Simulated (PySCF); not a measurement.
Thio-thionyl fluoride, S₂F₂.
Cartesian coordinates in Å at the PBE0-D3(BJ)/def2-SVP level; atoms count from 1:
```
atom  x, y, z in Å
F1     1.409   -0.145   -0.467
S2     0.128    0.002    0.534
F3    -0.345    1.385   -0.191
S4    -1.109   -1.334    0.094
```

Method used: core-valence-separated Tamm–Dancoff BHandHLYP/aug-pcX-1 (def2-SVPD on S) in PySCF, non-relativistic, gas phase, PBE0-D3(BJ)/def2-SVP geometry. BHandHLYP without relativity tends to put these K edges a few eV too low, so spacings mean more than positions.

The lowest roots of each edge with f over 0.003 (five at most, numbered afresh; weaker and dark ones are left out), with transition dipoles (au) in the frame of the coordinates:

```json
{"root": "1", "edge": "F", "E (eV)": "682.55", "f": "0.0343", "μx": "0.0241", "μy": "-0.0370", "μz": "0.0101"}
{"root": "2", "edge": "F", "E (eV)": "682.56", "f": "0.0412", "μx": "0.0284", "μy": "0.0135", "μz": "-0.0383"}
{"root": "3", "edge": "F", "E (eV)": "685.20", "f": "0.0157", "μx": "-0.0229", "μy": "0.0199", "μz": "0.0038"}
{"root": "4", "edge": "F", "E (eV)": "687.29", "f": "0.0114", "μx": "-0.0173", "μy": "-0.0172", "μz": "-0.0089"}
{"root": "5", "edge": "F", "E (eV)": "688.23", "f": "0.0033", "μx": "0.0112", "μy": "-0.0076", "μz": "0.0030"}
```

Q: Molecules are fixed in this frame and the field points along y. What effective strengths 3 f cos²θ do the roots have (θ between field and μ)?

A: root 1 (F1/F3): 0.069, root 2 (F1/F3): 0.009, root 3 (F1/F3): 0.020, root 4 (F1/F3): 0.015, root 5 (F1/F3): 0.003. Root 1 is the strongest. Averaged over all orientations cos²θ is 1/3, which gives f back. For degenerate partners only the sum has meaning, as the program may mix them freely.

Rough CPU time on one thread of a shared machine: about 6 s.
